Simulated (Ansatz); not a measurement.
# AlPH (quartet): the correlation ladder at scale of all distances = 2.002, 6-31G

How much of the correlation energy of AlPH (quartet) does each wave-function method recover here?

Computed with Ansatz 0.2.0, Gaussian basis. Level: 6-31G, core rule «outside noble gas», up to 10 orbitals frozen.

Plan: UHF; CCSD(T) on ROHF; CCSD(T) on UHF; BCCD(T) on ROHF; CISD; CCSDT(Q) on ROHF; CCSDT(Q) on UHF; CCSDTQ on ROHF; CASSCF and MRCISD+Q, 5 electrons in 5 orbitals; CASSCF and NEVPT2, 5 electrons in 5 orbitals; CASSCF and MRCISD+Q, 9 electrons in 9 orbitals; CASSCF and NEVPT2, 9 electrons in 9 orbitals; Full CI; Full CI in the symmetry of the determinant.

10 further runs of the same task are left out: 7 that didn't finish, 3 set aside as unsound or not needed.

## (1) What is computed

The geometry derives from a PBE0/def2-TZVP stationary point (not a proven minimum). All distances are scaled together.

3 atoms, charge 0, spin multiplicity 4.

Atoms are counted from 1 here; the program's logs count them from 0.

No contacts short enough for the rule that draws bonds.

Geometry (Å):

```
Al    0.00000    0.06975    2.60372
P     0.00000   -0.14744   -2.17949
H     0.00000    2.66340   -2.72382
```

## (2) UHF

The input, in.yaml:

```yaml
crystal:
  periodic: [false, false, false]
  atoms:
    - {symbol: Al, position_ang: [0.000000, 0.069755, 2.603725]}
    - {symbol: P, position_ang: [0.000000, -0.147436, -2.179492]}
    - {symbol: H, position_ang: [0.000000, 2.663396, -2.723817]}
basis:
  gaussian: {orbitals: 6-31G}
magnetization: {spin_polarized: true, initial_magnetization: 3}
hamiltonian: {xc: hf}
output: {orbitals: {seedname: orbitals}}
```

On the command line:

```sh
> ansatz run in.yaml --threads 1 --pin off --events-out ev --progress --plain --max-ram 2393MiB
```

The runs that follow: CCSD(T) on ROHF; CCSD(T) on UHF; BCCD(T) on ROHF; CISD; CCSDT(Q) on ROHF; CCSDT(Q) on UHF; CCSDTQ on ROHF; CASSCF and MRCISD+Q, 5 electrons in 5 orbitals; CASSCF and NEVPT2, 5 electrons in 5 orbitals; CASSCF and MRCISD+Q, 9 electrons in 9 orbitals; CASSCF and NEVPT2, 9 electrons in 9 orbitals; Full CI; Full CI in the symmetry of the determinant.

**Question.** What will the summary of the whole plan be? Wanted: FCI below the RHF energy; RMP2 from FCI; UMP2 from FCI; RCCSD from FCI; RCCSD(T) from FCI; UCCSD(T) from FCI; RCCSDT(Q) from FCI; UCCSDT(Q) from FCI; NEVPT2 pair from FCI.

The runs gave:

| quantity | value |
| --- | --- |
| FCI below the RHF energy | -3.7477 eV |
| RMP2 from FCI | +194.6 kJ/mol |
| UMP2 from FCI | +54.7 kJ/mol |
| RCCSD from FCI | +6.9 kJ/mol |
| RCCSD(T) from FCI | +0.2 kJ/mol |
| UCCSD(T) from FCI | +1.8 kJ/mol |
| RCCSDT(Q) from FCI | -0.1 kJ/mol |
| UCCSDT(Q) from FCI | 0.0 kJ/mol |
| NEVPT2 pair from FCI | +47.5 kJ/mol |
| MRCISD+Q pair from FCI | -2.8 kJ/mol |
| NEVPT2 valence from FCI | +22.4 kJ/mol |
| levels within 1 kcal/mol (43 meV) | UCCSD, RCCSD(T), UCCSD(T), BCCD(T), RCCSDT, UCCSDT, RCCSDT(Q), UCCSDT(Q), RCCSDTQ, MRCISD+Q pair, MRCISD valence, MRCISD+Q valence |
| T1 diagnostic | 0.135 |
| effectively unpaired electrons | 4.51 |

RCCSD(T) lands +0.2 kJ/mol from the yardstick (0.1 % of the correlation energy). MRCISD+Q pair falls below full CI: the +Q correction isn't variational, and the cores differ from full CI's. The occupations show strong static correlation (4.5 unpaired electrons where one determinant has 3). Coupled cluster on one determinant still stays close here. Of the multireference levels listed MRCISD+Q valence comes nearest in total energy (+0.2 kJ/mol), which doesn't show that its space is the better one. Coupled cluster took another determinant than the lowest Hartree-Fock one. These misses are within one basis, not against nature; the frozen cores of restricted and unrestricted runs differ, which can shift their rows.
